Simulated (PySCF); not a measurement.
Basis-set dependence of excited states

Species: cyclohexene, C6H10.
Numbering: `[CH:1]1=[CH:2][CH2:3][CH2:4][CH2:5][CH2:6]1` (hydrogens: H7 on C1; H8 on C2; H9, H10 on C3; H11, H12 on C4; H13, H14 on C5; H15, H16 on C6)

TDDFT with PBE0 (PySCF), vertical singlets, core orbitals frozen in the response, spherical d and f functions. One conformer (not necessarily the lowest) at the PBE0-D3(BJ)/def2-SVP geometry, without solvent, vibrations or thermal averaging.

Problem. How do the low singlets change with the basis? Take 6-31G*, 6-31+G*, def2-SVP, aug-cc-pVDZ and def2-TZVP.

Solution. 

```
      basis  functions  diffuse  S1 (eV)  S2 (eV)  S3 (eV)  S4 (eV)  S5 (eV)  LUMO (eV)  α (au)
     6-31G*        104       no     7.37     7.84     8.06     8.27     8.87       1.12    59.5
    6-31+G*        128      yes     6.08     6.68     6.79     6.88     7.05       0.36    66.9
   def2-SVP        134       no     7.12     7.47     7.71     8.14     8.35       0.80    62.0
aug-cc-pVDZ        228      yes     5.74     6.35     6.36     6.39     6.84      -0.08    71.2
  def2-TZVP        246       no     6.66     7.12     7.54     7.73     7.88       0.60    68.5
```

States are compared by their number. Against the largest diffuse basis here (aug-cc-pVDZ, itself not a converged limit), sets without diffuse functions differ by up to 1.62 eV in S1 and 2.03 eV in S5; the smaller diffuse sets differ by up to 0.34 and 0.21 eV. State by state, the largest deviation of a set without diffuse functions is S1 1.62, S2 1.49, S3 1.70, S4 1.88, S5 2.03 eV. The same number needn't mean the same state in each row. Against aug-cc-pVDZ the polarisability deviates by -16% in 6-31G*, -6% in 6-31+G*, -13% in def2-SVP, -4% in def2-TZVP. A single + in a Pople set puts diffuse functions on heavy atoms only.
